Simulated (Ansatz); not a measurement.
This script makes a ladder of basis sets of BH2S, SMILES [BH]S with the Python package of Ansatz (0.2.0).

`basis.py`
```python
import logging
import sys

import ansatz as az

logging.basicConfig(stream=sys.stdout, format="%(levelname)s %(message)s")
log = logging.getLogger("calc")
log.setLevel(logging.INFO)

molecule = (
    az.Crystal.molecule()
    .atom("B", [0.0143, -0.5116, 0.7995])
    .atom("S", [0.2136, 1.1121, -0.2007])
    .atom("H", [0.5465, -1.4363, 0.4993])
    .atom("H", [-0.7189, 0.7755, -1.1184])
)

calc = molecule.calculation().functional("b3lyp", dispersion="d3bj").spin("collinear", total=1)

energies = {}
for basis in ["STO-3G", "6-31G", "6-31G*", "def2-SVP", "def2-SVPD", "def2-TZVP", "def2-TZVPP"]:
    summary = calc.basis(gaussian=basis).run(threads=1, backend="cpu").report
    size = summary["n_frozen"] + summary["n_occupied"][0] + summary["n_virtual"][0]
    energies[basis] = (summary["reference_energy_ev"] / 27.211386246, summary["free_energy_ev"] / 27.211386246)
    log.info(f"{basis:14s} {size:4d} orbitals  reference {energies[basis][0]:14.6f} Ha  total {energies[basis][1]:14.6f} Ha")

last = energies["def2-TZVPP"][1]
for basis, (_, total) in energies.items():
    log.info(f"{basis:14s} lies {27.211386 * (total - last):9.4f} eV above def2-TZVPP")
```

How far does the total energy move along this ladder of basis sets?

Against STO-3G: 6-31G -4716.0 mHa, 6-31G* -4750.3 mHa, def2-SVP -4625.9 mHa, def2-SVPD -4634.6 mHa, def2-TZVP -4795.7 mHa and def2-TZVPP -4796.8 mHa. The last step alone is -1.10 mHa (these two sets differ little on atoms other than hydrogen).

What the script printed:

```console
$ python basis.py
INFO STO-3G           16 orbitals  reference    -419.396955 Ha  total    -419.400791 Ha
INFO 6-31G            26 orbitals  reference    -424.112968 Ha  total    -424.116804 Ha
INFO 6-31G*           38 orbitals  reference    -424.147293 Ha  total    -424.151129 Ha
INFO def2-SVP         42 orbitals  reference    -424.022877 Ha  total    -424.026712 Ha
INFO def2-SVPD        63 orbitals  reference    -424.031590 Ha  total    -424.035425 Ha
INFO def2-TZVP        80 orbitals  reference    -424.192687 Ha  total    -424.196523 Ha
INFO def2-TZVPP      101 orbitals  reference    -424.193787 Ha  total    -424.197623 Ha
INFO STO-3G         lies  130.5284 eV above def2-TZVPP
INFO 6-31G          lies    2.1992 eV above def2-TZVPP
INFO 6-31G*         lies    1.2652 eV above def2-TZVPP
INFO def2-SVP       lies    4.6507 eV above def2-TZVPP
INFO def2-SVPD      lies    4.4136 eV above def2-TZVPP
INFO def2-TZVP      lies    0.0299 eV above def2-TZVPP
INFO def2-TZVPP     lies    0.0000 eV above def2-TZVPP
```

The drop along the ladder measures the basis error, and is no property of the molecule. The geometry is a force-field or estimated start, not a minimum of this method, and the last set is no limit. Much of the fall in a total is atomic energy, which cancels in bond and reaction energies. The species is open-shell (spin multiplicity 2). Total less reference energy is the dispersion correction. b3lyp holds the VWN-RPA fit, as in Gaussian; the form of ORCA and Turbomole is b3lyp5. Totals across families of basis sets mostly measure their core functions. Finished in 10 s on 1 thread of Arm Neoverse V2, with other jobs on the host, peak memory 0.22 GiB.
